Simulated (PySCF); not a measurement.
Dipole moment and polarisability across levels of theory

Compound: BHCl2.
Cartesian coordinates in Å at the PBE0-D3(BJ)/def2-SVP level; atoms count from 1:
```xyz
4
BCl2H angstrom
Cl    -1.4981   -0.7434   -0.0075
B      0.0038    0.1337   -0.0131
Cl     1.5223   -0.7143    0.0028
H     -0.0075    1.3336   -0.0278
```

PySCF, dipoles from the SCF density, polarisabilities from static response with core orbitals frozen. Geometry: PBE0-D3(BJ)/def2-SVP; no solvent, vibrations or thermal averaging.

Reference dipole: 0.668 D (computed, CCSD(T)/CBS, all electrons, equilibrium geometry, gas; Hait, Head-Gordon, J. Chem. Theory Comput. 14 (2018) 1969). The anisotropy is √(½[(α1 − α2)² + (α2 − α3)² + (α3 − α1)²]).

| level | μ (D) | error (%) | α (au) | anisotropy (au) |
| --- | --- | --- | --- | --- |
| LDA/def2-SVPD | 0.395 | -40.9 | 44.71 | 22.02 |
| PBE/def2-SVPD | 0.391 | -41.6 | 44.36 | 21.86 |
| B3LYP/def2-SVPD | 0.492 | -26.4 | 43.02 | 20.23 |
| PBE0/def2-SVPD | 0.507 | -24.2 | 42.44 | 19.88 |
| BHandHLYP/def2-SVPD | 0.612 | -8.5 | 41.16 | 18.24 |
| CAM-B3LYP/def2-SVPD | 0.551 | -17.6 | 42.29 | 19.25 |
| wB97X-D/def2-SVPD | 0.580 | -13.2 | 41.87 | 18.89 |
| LC-wPBE/def2-SVPD | 0.593 | -11.3 | 41.11 | 18.44 |
| HF/def2-SVPD | 0.762 | +14.1 | 39.26 | 15.68 |
| PBE0/6-31G* | 0.573 | -14.3 | 30.59 | 26.03 |
| PBE0/def2-SVP | 0.372 | -44.3 | 29.16 | 19.55 |
| PBE0/6-31+G* | 0.583 | -12.8 | 35.09 | 24.38 |
| PBE0/aug-cc-pVDZ | 0.533 | -20.3 | 41.93 | 20.45 |
| PBE0/def2-TZVP | 0.453 | -32.3 | 37.51 | 21.02 |
| PBE0/def2-TZVPD | 0.480 | -28.1 | 43.07 | 20.21 |
| PBE0/aug-cc-pVTZ | 0.500 | -25.3 | 42.86 | 20.14 |

For the dipole, the smallest error is 8.5% (BHandHLYP/def2-SVPD) and the largest 44.3% (PBE0/def2-SVP). Even the closest misses by 8%. The dipole runs from 0.37 D (PBE0/def2-SVP) to 0.76 D (HF/def2-SVPD). No reference polarisability is at hand; against PBE0 in the largest diffuse basis at hand (aug-cc-pVTZ) the other PBE0 rows deviate by 6-31G* -29%, def2-SVP -32%, 6-31+G* -18%, def2-SVPD -1%, aug-cc-pVDZ -2%, def2-TZVP -12%, def2-TZVPD 0%. In one basis (def2-SVPD) the functionals order the polarisability from HF (lowest) to LDA (highest), a spread of 14%. With PBE0 the polarisability is 32.42 au without diffuse functions (mean of 6-31G*, def2-SVP and def2-TZVP) and 41.08 au with them (mean of 6-31+G*, def2-SVPD, aug-cc-pVDZ, def2-TZVPD and aug-cc-pVTZ).
